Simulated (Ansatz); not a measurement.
# AlH₃O (triplet): wave-function methods side by side at distance Al1–H4 along a hydrogen transfer = 1.975 Å, cc-pVDZ

One table from this session's results is given with a row withheld; the runs are named, their logs left out.

Program: Ansatz 0.2.0, Gaussian basis. Level of theory: cc-pVDZ, core rule «outside noble gas», up to 6 orbitals frozen. These are calculated values, not measurements.

To be run: UHF; CCSD(T) on ROHF; CCSD(T) on UHF; BCCD(T) on ROHF; CISD; CCSDT(Q) on ROHF; CCSDT(Q) on UHF; CASSCF and MRCISD+Q, 4 electrons in 4 orbitals; CASSCF and NEVPT2, 4 electrons in 4 orbitals.

13 further runs of the same task are left out: 9 for a known fault of the program, 1 for a mislabelled method, 3 that didn't finish.

### The system

The geometry derives from fragments relaxed apart (PBE0/def2-TZVP) and kept rigid, so it is no stationary point. A hydrogen atom is moved between rigid fragments.

5 atoms, charge 0, spin multiplicity 3.

Atoms are counted from 1 here; the program's logs count them from 0.

Bond lengths: Al1–H2 1.586 Å, Al1–H3 1.586 Å, H4–O5 0.990 Å. Angles: H2–Al1–H3 120.0°.

As a file:

```xyz
5

Al   -1.0397    0.0000    0.0000
H    -1.8326    1.3734    0.0000
H    -1.8326   -1.3734    0.0000
H     0.9353    0.0000    0.0000
O     1.9253    0.0000    0.0000
```

Set-up of the first run:

File in.yaml:

```yaml
crystal:
  periodic: [false, false, false]
  atoms:
    - {symbol: Al, position_ang: [-1.039685, 0.000000, 0.000000]}
    - {symbol: H, position_ang: [-1.832609, 1.373384, 0.000000]}
    - {symbol: H, position_ang: [-1.832609, -1.373384, 0.000000]}
    - {symbol: H, position_ang: [0.935315, 0.000000, 0.000000]}
    - {symbol: O, position_ang: [1.925315, 0.000000, 0.000000]}
basis:
  gaussian: {orbitals: cc-pVDZ}
magnetization: {spin_polarized: true, initial_magnetization: 2}
hamiltonian: {xc: hf}
output: {orbitals: {seedname: orbitals}}
```

Command:

```sh
> ansatz run in.yaml --threads 1 --pin off --events-out ev --progress --plain --max-ram 2393MiB
```

Among the steps run: UHF; CCSD(T) on ROHF; CCSD(T) on UHF; BCCD(T) on ROHF; CISD; CCSDT(Q) on ROHF; CCSDT(Q) on UHF; CASSCF and MRCISD+Q, 4 electrons in 4 orbitals; CASSCF and NEVPT2, 4 electrons in 4 orbitals.

One table of the session follows, with a row left open; its other results are not shown here.

```
       method  from UCCSDT(Q) (kJ/mol)
         ROHF                   +674.7
          UHF                   +657.0
         RMP2                   +101.1
         UMP2                   +102.0
         CISD                    +57.2
        RCCSD                    +12.5
        UCCSD                    +12.2
     RCCSD(T)                     +2.9
     UCCSD(T)                     +2.8
      BCCD(T)                     +2.9
       RCCSDT                     +0.9
       UCCSDT                        ?
    RCCSDT(Q)                     +0.1
    UCCSDT(Q)                        0
  CASSCF pair                   +613.8
  NEVPT2 pair                    +99.3
  MRCISD pair                    +50.1
MRCISD+Q pair                     +4.8
```

Q: Estimate the row for UCCSDT from the others.

The run gave: from UCCSDT(Q) (kJ/mol): +0.8. In the column «from UCCSDT(Q) (kJ/mol)» it lies between RCCSDT(Q) (+0.1) and RCCSDT (+0.9).

Among the levels timed on like hardware and quicker than the yardstick, those that no quicker one beats, quickest first: NEVPT2 pair (1.1 s, +99.3 kJ/mol); MRCISD+Q pair (1.4 s, +4.8 kJ/mol); BCCD(T) (3.3 s, +2.9 kJ/mol); UCCSD(T) (5.5 s, +2.8 kJ/mol).

To keep in mind: Of the multireference levels listed MRCISD+Q pair comes nearest in total energy (+4.8 kJ/mol), which doesn't show that its space is the better one. Restricted and unrestricted rows rest on different reference determinants; where their highest levels disagree by more than a few hundredths of an eV, they describe different states and don't form one ladder.
